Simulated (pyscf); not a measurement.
Br–SiH₂–Br + H₂O → HO–SiH(Br)–Br + H₂, a four-centre exchange (singlet surface; H–Si, H–O broken, O–Si, H–H formed). PySCF, gas phase, ωB97X-D3(BJ)/def2-SVP geometries. Energies in kcal/mol from the separated reactants.

Small-basis levels: PySCF, no dispersion term, spherical d functions. AM1 to PM7: differences of heats of formation from MOPAC. Cost: rough CPU time at the saddle relative to B3LYP/6-31G*+LANL2DZ, from one job on a shared machine.

```csv
level,barrier,reaction energy,cost
HF/STO-3G,71.0,-8.9,0.2
HF/3-21G,40.0,-24.9,0.3
SVWN5/6-31G*+LANL2DZ,12.8,-25.9,1
BP86/6-31G*+LANL2DZ,28.4,-23.5,2
PBE/6-31G*+LANL2DZ,26.3,-23.6,2
B3LYP/STO-3G,34.7,-20.0,1
B3LYP/3-21G,18.9,-30.7,1
B3LYP/6-31G*+LANL2DZ,34.7,-23.4,1
M06-2X/6-31G*+LANL2DZ,31.3,-24.9,2
AM1,56.2,-7.9,under 0.02
PM6,15.2,-49.5,under 0.02
PM7,27.8,-52.6,under 0.02
ωB97M-D3(BJ)/def2-TZVP,32.2,-21.7,–
```

Against the last row the barrier runs from -19.4 (SVWN5/6-31G*+LANL2DZ) to +38.8 kcal/mol (HF/STO-3G). ωB97M-D3(BJ)/def2-TZVP has limits of its own. On the reactant side the descent ends in a complex, 4.9 kcal/mol under the separated species and 37.2 kcal/mol under the saddle at ωB97X-D3(BJ)/def2-TZVP. One saddle was located; it need not be the lowest between these sides. In the def2 sets elements up to Kr have no core potential.
